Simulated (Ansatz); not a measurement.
## Two structures, one formula

The two ends of one reaction step of CH7BO, singlet (PBE0-D4/def2-TZVP).

A:

```
atom    x (Å)    y (Å)    z (Å)
  B1  -0.0621  -0.6469   0.1024
  C2   1.0919   0.2830  -0.4674
  H3  -0.4920  -1.5048  -0.6325
  H4   0.0550  -0.9999   1.2588
  H5  -1.2314   1.1061   0.7997
  O6  -1.4379   0.3874   0.1903
  H7   0.8792   0.6774  -1.4661
  H8   1.3454   1.1293   0.1839
  H9   2.0086  -0.3108  -0.5529
 H10  -2.1565  -0.1206   0.5836
```

B:

```
10
angstrom
B -1.0134 -1.2700 0.5225
C 1.2666 0.9735 -0.6783
H -0.8591 -1.9280 -0.4644
H -0.3024 -1.3741 1.4857
H 0.2467 1.3016 -0.8773
O -2.0413 -0.3975 0.5175
H 1.9673 1.6367 -1.1847
H 1.4577 0.9974 0.3946
H 1.3993 -0.0430 -1.0488
H -2.1211 0.1035 1.3332
```

Computed with Ansatz 0.2.0 (basis: def2-TZVPP); correlated methods freeze the cores. B3LYP uses VWN-RPA correlation.

(1) Which structure is lower at CCSD(T), and by how much? (Judge from chemistry; the value comes from the calculation.)

T1 diagnostic: at most 0.012.

## Answers

(1) Computed: B, by 1.061 eV (electronic energy, against the other). By their contacts, A is CH₇BO ([CH3][BH2][OH2]) and B is a complex of BH₃O ([BH2][OH]) + CH₄.

All methods give the same order:

```
      method  E(B) − E(A) (eV)
       SPW92            -0.657
      PBE-D4            -0.971
     BLYP-D4            -1.187
   r2SCAN-D4            -1.018
      B97M-V            -1.075
     PBE0-D4            -0.961
    B3LYP-D4            -1.159
  r2SCAN0-D4            -1.000
    BHLYP-D4            -1.168
CAM-B3LYP-D4            -1.115
     wB97X-V            -1.053
     wB97M-V            -1.034
      B2PLYP            -1.155
    PBE-QIDH            -0.978
  RPA on PBE            -1.110
          HF            -1.444
         MP2            -1.040
        CCSD            -1.099
     CCSD(T)            -1.061
```

Labels in which every atom is bracketed show which atoms are joined, not bond orders.

For scale, one of the runs: CCSD(T)/def2-TZVPP, 191 basis functions (an equivalent command: `ansatz run in.yaml --threads 2`). Hardware: 2 CPU threads, shared host. Wall time 23 s; peak host memory 2.4 GiB.
